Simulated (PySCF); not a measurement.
# A ladder for the ionisation energy of Si

Si [Ne] 3s2 3p2 (3P) → Si⁺ [Ne] 3s2 3p1 (2P). Scalar values calculated with PySCF 2.14 in aug-cc-pCVTZ-DK with one added diffuse shell each of s, p, d, f type (spin-free X2C; valence: [Ne] frozen; valence and next inner shell: 1s2 frozen; all electrons: nothing frozen). The spin-orbit shift comes from two-component X2C-1e calculations (generalised Hartree-Fock, GHF, and MP2 on its spinors, GMP2) in x2c-QZVPPall-2c: GMP2 gives 8.068 eV without and 8.054 eV with screened spin-orbit coupling, a shift of -0.014 eV (GHF: -0.013 eV). Sums use unrounded values; where a UHF row is shifted, it takes the GHF shift.

| method | scalar (eV) |
| --- | --- |
| UHF | 7.627 |
| MP2 (valence) | 8.039 |
| SCS-MP2 (valence) | 7.951 |
| CCSD (valence) | 8.066 |
| CCSD(T) (valence) | 8.107 |
| MP2 (valence and next inner shell) | 8.037 |
| SCS-MP2 (valence and next inner shell) | 7.951 |
| CCSD (valence and next inner shell) | 8.064 |
| CCSD(T) (valence and next inner shell) | 8.101 |
| MP2 (all electrons) | 8.039 |
| SCS-MP2 (all electrons) | 7.952 |
| CCSD (all electrons) | 8.066 |
| CCSD(T) (all electrons) | 8.103 |
| LDA | 8.224 |
| PBE | 8.187 |
| PBE0 | 8.207 |
| r2SCAN | 8.308 |
| BP86 | 8.243 |
| MN15 | 8.100 |
| wB97X | 8.061 |
| TPSSh | 8.197 |

Problem. Form a composite estimate from CCSD(T) (valence and next inner shell) and the spin-orbit shift, and compare it with the reference, 8.152 eV (measured; NIST Atomic Spectra Database, ionization energies).

Solution. 8.101 + (-0.014) = 8.087 eV, an error of -0.065 eV.

The errors of the correlated levels include the incompleteness of the basis and the frozen core, so a lower level can come closer by cancellation.

A first-order Landé estimate from the scalar orbitals gives -0.005 eV instead; single two-component determinants are not pure J levels in LS coupling, so the shift is uncertain by about that difference.
